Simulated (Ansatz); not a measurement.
C4H8O (`C=CCCO`), relaxed with RKS PBE0-D4/def2-TZVP in Ansatz 0.2.0 from a PBE-D4/def2-SVP geometry. The force threshold is 0.005 eV/Å; the program also tests the step.

The species carries charge 0 and has multiplicity 1.

Start:

```xyz
13

C    -0.021    1.289   -1.174
C     0.228    1.200    0.147
C    -0.003   -0.001    1.028
C    -0.384   -1.287    0.292
O     0.656   -1.784   -0.528
H     0.180    2.217   -1.730
H    -0.449    0.456   -1.756
H     0.648    2.086    0.657
H     0.920   -0.189    1.623
H    -0.787    0.251    1.780
H    -1.330   -1.114   -0.283
H    -0.610   -2.083    1.030
H     0.952   -1.040   -1.086
```

(1) How much energy does the relaxation release, and in how many steps? (Best estimate.)

(2) Which bonds change most? (Best estimate.)

(3) Give the relaxed structure. (Best estimate.)

Results:

(1) Computed: 0.06 eV, in 12 steps, 2 of them rejected.

(2) Ansatz gave: C4–H11 from 1.121 to 1.100 Å; C1–C2 from 1.347 to 1.328 Å; C3–H9 from 1.114 to 1.096 Å; C4–H12 from 1.110 to 1.092 Å.

(3) The calculation gave: 
```xyz
13

C    -0.056    1.289   -1.153
C     0.248    1.183    0.135
C    -0.012    0.002    1.018
C    -0.378   -1.275    0.288
O     0.678   -1.769   -0.505
H     0.167    2.193   -1.707
H    -0.552    0.496   -1.704
H     0.734    2.028    0.618
H     0.876   -0.185    1.632
H    -0.813    0.260    1.725
H    -1.286   -1.120   -0.313
H    -0.605   -2.059    1.013
H     1.000   -1.042   -1.047
```
